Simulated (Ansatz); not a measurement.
## Ansatz (development build ahead of 0.2.0) run

```yaml
crystal:
  periodic: [false, false, false]
  atoms:
    - { symbol: C, position_ang: [0.29201, -0.27575, -1.49296] }
    - { symbol: C, position_ang: [-0.26823, -0.2065, 0.29649] }
    - { symbol: C, position_ang: [-0.37855, 0.12601, 1.08187] }
basis:
  gaussian: { orbitals: "6-31G" }
hamiltonian:
  xc: hf
output:
  forces: true
```

The input is written out in the form of the current development build from the run's settings.

The run gave:

- Converged: yes
- Total energy: -112.50590 hartree

Forces (eV/Å):
```csv
atom,Fx,Fy,Fz
C1,-2.620,-0.184,7.679
C2,18.381,-44.742,-116.380
C3,-15.761,44.926,108.700
```

Caution: stretched shape with no unrestricted run beside it, a lower state can exist.
